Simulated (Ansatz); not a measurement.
Input for Ansatz (development build ahead of 0.2.0):

```yaml
crystal:
  periodic: [false, false, false]
  atoms:
    - { symbol: C, position_ang: [0.0, 0.0, 0.605] }
    - { symbol: C, position_ang: [0.0, 0.0, -0.605] }
    - { symbol: H, position_ang: [0.0, 0.0, 1.66488] }
    - { symbol: H, position_ang: [0.0, 0.0, -1.66488] }
basis:
  gaussian: { orbitals: cc-pVTZ }
hamiltonian:
  xc: hf
correlation:
  method: mp2
  frozen_orbitals: { C: 1, H: 0 }
```

The input is written out in the form of the current development build from the run's settings.

The run gave:

| Item | Value |
| --- | --- |
| Converged | yes |
| Reference energy | -76.84864 hartree |
| Correlation energy | -0.31055 hartree |
| Total energy | -77.15919 hartree |
| Spin squared of the determinant | 0.000 |
| Stability test | minimum among restricted orbitals |
| Occupied orbitals by symmetry in an Abelian subgroup (alpha; beta) | 3 Ag 2 B1u 1 B2u 1 B3u; 3 Ag 2 B1u 1 B2u 1 B3u |
